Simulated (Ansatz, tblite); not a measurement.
Cost and result up the ladder for the cluster Na₂O⁺ (3 atoms). Total charge 1; doublet. Geometry: PBE0-D4/def2-TZVP.

Cartesian coordinates in Å:
```
Na 1.117 0.346 1.775
Na -1.117 -0.346 -1.775
O 0.000 0.000 0.000
```

Ansatz on 4 threads of Arm Neoverse V1 on a shared host; xTB runs through tblite on one thread. Times are rough, summed over both states, and most runs start from the orbitals of an earlier one. PBE-QIDH/def2-TZVP serves as the yardstick here, not as an exact answer. Differences are given only for rows in sets of like size (and for xTB, whose basis is part of the method), since another set adds its own error. The other state is a quartet at its own geometry, which has other bonds, so the gap mixes isomer and spin.

The xTB rows come from tblite. B3LYP takes the VWN-RPA correlation. HSE06 is defined as in plane-wave codes, on full-range PBE exchange. Correlated methods freeze 3 core orbitals; core or outer-core shells of Na are correlated, in sets that lack core-valence functions. HOMO above LUMO, or a gap near zero within one spin, warns that the state may not be the lowest or that an electron is smeared out. The structure comes from a short search, and lower isomers may exist.

Run but left out: HF/def2-TZVPP, MP2/def2-TZVPP, CCSD/def2-TZVPP, CCSD(T)/def2-TZVPP (flagged by the program: other roots).

Correlated methods converge slowly with the basis.

xTB has no spin-polarisation term.

```csv
level,functions,quartet − doublet (eV),difference from PBE-QIDH/def2-TZVP (eV),remarks
B3LYP-D4/6-31G,35,4.12,–,–
GFN1-xTB,12,9.20,4.57,–
HF/6-31G,35,3.08,–,–
r2SCAN-D4/def2-TZVP,95,4.69,0.06,–
r2SCANh-D4/def2-TZVP,95,4.64,0.01,–
PBE-QIDH/def2-TZVP,95,4.63,0.00,–
BLYP-D4/def2-TZVP,95,4.38,-0.26,–
MP2/def2-TZVP,95,4.82,0.18,–
RPA@PBE/def2-TZVP,95,4.25,-0.38,–
HSE06-D4/def2-TZVP,95,4.36,-0.28,–
PBE0-D4/def2-TZVP (with forces),95,4.40,-0.24,–
LDA (SPW92)/def2-TZVP,95,4.98,0.35,gap within one spin near zero (doublet)
PBE-D4/def2-TZVP,95,4.43,-0.20,–
GFN2-xTB,12,5.56,0.92,–
```

Problem. Estimate how long each takes.

Solution. GFN1-xTB 0.004 s; GFN2-xTB 0.005 s; HF/6-31G 0.35 s; MP2/def2-TZVP 1.2 s; LDA (SPW92)/def2-TZVP 1.9 s; B3LYP-D4/6-31G 3.8 s; PBE-D4/def2-TZVP 4.4 s; BLYP-D4/def2-TZVP 4.6 s; RPA@PBE/def2-TZVP 9.9 s; r2SCAN-D4/def2-TZVP 12 s; HSE06-D4/def2-TZVP 13 s; PBE-QIDH/def2-TZVP 13 s; r2SCANh-D4/def2-TZVP 21 s; PBE0-D4/def2-TZVP (with forces) 25 s. On shared hardware such times vary by a factor of up to 3.
